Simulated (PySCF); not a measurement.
SiO₂⁻, doublet: structure and spectrum

Level of theory: UPBE0/[Si def2-TZVPD, O def2-TZVPD], no relativity, density fitting, PySCF.

The structure is a higher-order saddle point with 2 imaginary modes (one degenerate set).

| Item | Value |
| --- | --- |
| Point group | D∞h |
| Bond lengths | Si–O 1.544 Å (×2) |
| Bond angles | O–Si–O 180.0° |
| Rotational constants | 0.221 cm⁻¹ |
| Principal quadrupole moments (Buckingham, traceless) about the centre of mass | -15.72, 7.86, 7.86 D Å |
| Principal polarisabilities | 65.7, 65.7, 72.2 bohr³ |
| Zero-point energy (real modes) | 13.0 kJ/mol |
| Spin squared ⟨S²⟩ | 0.759 |
| Highest occupied level (α) | 0.30 eV |
| Dipole moment about the centre of mass | 0.00 D |
| Lowest empty level (β) | 2.77 eV |

Harmonic modes (masses in u: Si 27.977, O 15.995):
| symmetry | ω (cm⁻¹) | IR (km/mol, summed over degenerate members) | μ (u) |
| --- | --- | --- | --- |
| πu | 414i | – | 20.73 |
| σg+ | 886 | 0.0 | 15.99 |
| σu+ | 1294 | 228 | 20.73 |

In D∞h the vibrations span πu + σg+ + σu+. The σg+ mode carries no infrared intensity, as symmetry demands. With a centre of inversion only u modes can be infrared active and only g modes Raman active.

Charges (e); Mulliken and Löwdin values are unreliable with diffuse functions:
| atom | Mulliken | Löwdin | polar tensor | spin (Mulliken) | Mayer order to Si1 |
| --- | --- | --- | --- | --- | --- |
| Si1 | -0.23 | 0.09 | -0.11 | 1.28 | – |
| O2,3 | -0.39 | -0.55 | -0.44 | -0.14 | 1.31 |

Mulliken populations on Si1: s 6.07, p 7.47, d 0.61, f 0.07.

Outer orbital energies (eV). α occupied: -20.37, -7.00, -5.09, -4.33, -4.33, -3.21, -3.21, 0.30; empty: 4.55, 4.66, 4.66, 4.85. β occupied: -20.63, -20.08, -6.49, -4.53, -4.14, -4.14, -3.27, -3.27; empty: 2.77, 5.11, 5.17, 5.34.

The highest occupied level lies above zero, a sign of self-interaction error or too small a basis; response properties are unreliable. This need not be the most stable arrangement of these atoms. The lowest empty level of this anion is unbound, so it and the gap depend on the basis. At this level a doublet minimum of C2v symmetry lies 47 kJ/mol below this structure.

The final relaxation and frequency run took roughly 50 core-seconds on a shared host.
